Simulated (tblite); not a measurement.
C4H3N2 (doublet state).
SMILES: `C=C1C=NC1=[N]`

Computed geometry: GFN2-xTB, gas phase. This method treats the open shell by occupation alone, without spin polarisation.

Masses are those of the commonest isotopes; rigid-rotor values at the optimised geometry. 

**Question.** What are A, B and C (GHz)?

**Answer.** Ia = 81.64, Ib = 109.20, Ic = 190.84 u·Å²; 505379 MHz·u·Å²/I gives 6190, 4628 and 2648 MHz, that is A = 6.1903, B = 4.6281, C = 2.6482 GHz.

**Question.** Classify the top.

**Answer.** An asymmetric top. Ray's parameter κ = (2B − A − C)/(A − C) = 0.118; −1 is the prolate and +1 the oblate limit.

**Question.** Is it planar, by Δ = Ic − Ia − Ib?

**Answer.** Planar: Δ = Ic − Ia − Ib = 0.00 u·Å². For a rigid frame Δ = −2 Σ m c², so it vanishes when all atoms lie in the ab plane; here none is more than 0.01 Å from it.

For this open shell read J as N, the rotation without spin; fine and hyperfine splittings come on top. Its GFN2-xTB frequencies are all real (lowest 127 cm⁻¹). Constants of a rigid frame at the computed geometry: no zero-point averaging, no centrifugal distortion.
